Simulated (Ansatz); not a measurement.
Input file for Ansatz (an electronic-structure program): R-RI-MP2/aug-cc-pVDZ on C10H22 (a complex). Files ending in .json are basis or fitting sets from the Basis Set Exchange.

Ansatz 0.2 input:
```yaml
crystal:
  periodic: [false, false, false]
  atoms:
    - {symbol: C, position_ang: [0.78505673, -1.04811892, -3.35598153]}
    - {symbol: H, position_ang: [0.83869873, -1.14811792, -4.44173253]}
    - {symbol: H, position_ang: [1.47654473, -1.77023592, -2.92399853]}
    - {symbol: C, position_ang: [1.10202973, 0.39888608, -2.94405653]}
    - {symbol: H, position_ang: [1.82328473, 0.86407808, -3.61326553]}
    - {symbol: H, position_ang: [1.54071273, 0.41375808, -1.94663453]}
    - {symbol: C, position_ang: [-0.25941627, 1.13962308, -2.94074153]}
    - {symbol: H, position_ang: [-0.27293527, 1.97479608, -3.63839553]}
    - {symbol: H, position_ang: [-0.46366127, 1.55092908, -1.95273453]}
    - {symbol: C, position_ang: [-1.31357127, 0.07774508, -3.30440953]}
    - {symbol: H, position_ang: [-1.48841827, 0.07917608, -4.38172353]}
    - {symbol: H, position_ang: [-2.27159127, 0.25197408, -2.81656053]}
    - {symbol: C, position_ang: [-0.66173727, -1.24613492, -2.90741153]}
    - {symbol: H, position_ang: [-1.13929627, -2.11369392, -3.36072553]}
    - {symbol: H, position_ang: [-0.70087627, -1.37134992, -1.82349853]}
    - {symbol: C, position_ang: [0.06691573, 0.13031608, 3.00281747]}
    - {symbol: C, position_ang: [-0.02942927, -0.02176992, 4.51845847]}
    - {symbol: H, position_ang: [0.96311773, -0.03723692, 4.97081547]}
    - {symbol: H, position_ang: [-0.58835327, 0.80611408, 4.95689347]}
    - {symbol: H, position_ang: [-0.53659327, -0.95043692, 4.78380747]}
    - {symbol: C, position_ang: [0.78096873, 1.43722108, 2.66719247]}
    - {symbol: H, position_ang: [0.86248773, 1.57072008, 1.58751047]}
    - {symbol: H, position_ang: [0.23749573, 2.29190908, 3.07269447]}
    - {symbol: H, position_ang: [1.78857273, 1.44787108, 3.08542547]}
    - {symbol: C, position_ang: [-1.33809627, 0.15014008, 2.40549847]}
    - {symbol: H, position_ang: [-1.30116527, 0.26733008, 1.32164947]}
    - {symbol: H, position_ang: [-1.92039627, 0.97756408, 2.81384447]}
    - {symbol: H, position_ang: [-1.86799927, -0.77764692, 2.62682747]}
    - {symbol: C, position_ang: [0.85481473, -1.04316892, 2.42547947]}
    - {symbol: H, position_ang: [0.35959473, -1.99015992, 2.64572247]}
    - {symbol: H, position_ang: [0.94965873, -0.95598692, 1.34234447]}
    - {symbol: H, position_ang: [1.85953273, -1.08057392, 2.84922847]}
basis:
  gaussian:
    orbitals: aug-cc-pVDZ
    fitting: {mean_field: def2-universal-JKFIT, correlation: aug-cc-pVDZ-RIFIT.json}
magnetization: {spin_polarized: false}
correlation: {method: mp2, electrons: outside_noble_gas}
scf: {lower_state_search: off}
```

Output:

```
WARN ansatz: RAYON_NUM_THREADS=4 ignored (pool sized by the plan → 4); use --threads N
Functional definition: HF
these checks for a lower state are left out or cut short: stability, starts, cluster_reference, orbital_swaps, neighbouring_geometries, increment
integrals: 1.20 GiB planned
1146 factors; integrals over basis functions are off by at most 2.3e-1 eV
mean field: 1.87 GiB planned
mean field evaluation 1: about -10642.4385 eV, gradient 6.5e1 eV
mean field evaluation 2: about -10651.5850 eV, gradient 3.2e1 eV
mean field evaluation 4: about -10654.2983 eV, gradient 1.3e0 eV
mean field -10654.30500546 eV, -391.5384872033 hartree, gradient 1.7e-6 eV, S^2 0.000000; 0 other end points of the search recorded, 0 dependent functions left out
10 core orbitals not correlated
1226 factors; their error is unknown
reference -10654.30500546 eV, -391.5384872033 hartree; 31, 31 occupied and 387, 387 virtual orbitals, 1226 factors
second order -41.00641455 eV of doubles, -0.00000000 eV of singles
Total energy: -10695.31142001 eV, -393.0454451429 hartree
Checks for a lower state left out: stability, starts, cluster_reference, orbital_swaps, neighbouring_geometries, increment
```

The run converged.

Cost: about 13 core-seconds (a rough figure).
